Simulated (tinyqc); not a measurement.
Worked calculation: Pariser-Parr-Pople SCF with singles CI, for the molecule c1ccsc1 (SMILES; centres numbered as the heavy atoms are written). One step of it, computed by the program tinyqc.

Problem. Singles CI, singlets. Over the 4 single excitations with the smallest orbital gaps: A = (e_a - e_i) delta + 2 (ia|jb) - (ij|ab), with (pq|rs) = sum c_mp c_mq gamma_mn c_nr c_ns. f = 2/3 w |mu|^2 in atomic units, mu = sqrt2 sum c_ia sum_m c_mi c_ma R_m.

orbital energies (eV): [-14.561130, -10.543895, -10.463539, 0.858378, 2.519702]

coefficients, order 1C, 2C, 3C, 4S, 5C:
$$\begin{pmatrix}
0.369560 & 0.327226 & -0.537165 & -0.276282 & -0.625676 \\
0.369591 & -0.331329 & -0.534586 & -0.275975 & 0.625843 \\
0.461903 & -0.625588 & 0.045985 & 0.533526 & -0.329424 \\
0.547812 & 0.002479 & 0.649505 & -0.527295 & 0.000082 \\
0.461926 & 0.625922 & 0.041232 & 0.533682 & 0.329135
\end{pmatrix}$$

repulsion gamma_rs (eV), order 1C, 2C, 3C, 4S, 5C:
$$\begin{pmatrix}
11.130000 & 7.552804 & 5.520570 & 5.624616 & 7.552804 \\
7.552804 & 11.130000 & 7.554850 & 5.623872 & 5.518526 \\
5.520570 & 7.554850 & 11.130000 & 7.827217 & 5.519866 \\
5.624616 & 5.623872 & 7.827217 & 13.000000 & 7.828316 \\
7.552804 & 5.518526 & 5.519866 & 7.828316 & 11.130000
\end{pmatrix}$$

Centres (angstrom, eV; a flat drawing with bonds scaled to 1.40 angstrom):
```
centre          x          y  core charge z          W   gamma_rr
1C       1.191000   0.000000              1  11.160000  11.130000
2C       0.368000   1.133000              1  11.160000  11.130000
3C      -0.963000   0.700000              1  11.160000  11.130000
4S      -0.963000  -0.700000              2  22.000000  13.000000
5C       0.368000  -1.133000              1  11.160000  11.130000
```

Give: singlet CI matrix; singlet excitation energies; oscillator strengths.

Solution.

singlet CI matrix (eV), order 3>4, 2>4, 3>5, 2>5:
$$\begin{pmatrix}
5.9733 & 0.0001 & 0.0004 & -0.9662 \\
0.0001 & 5.8754 & 0.8431 & 0.0001 \\
0.0004 & 0.8431 & 7.0589 & -0.0006 \\
-0.9662 & 0.0001 & -0.0006 & 7.3069
\end{pmatrix}$$

singlet excitation energies (eV): [5.4371, 5.4662, 7.4972, 7.8141]

oscillator strengths: [0.1014, 0.1127, 0.7100, 0.8750]
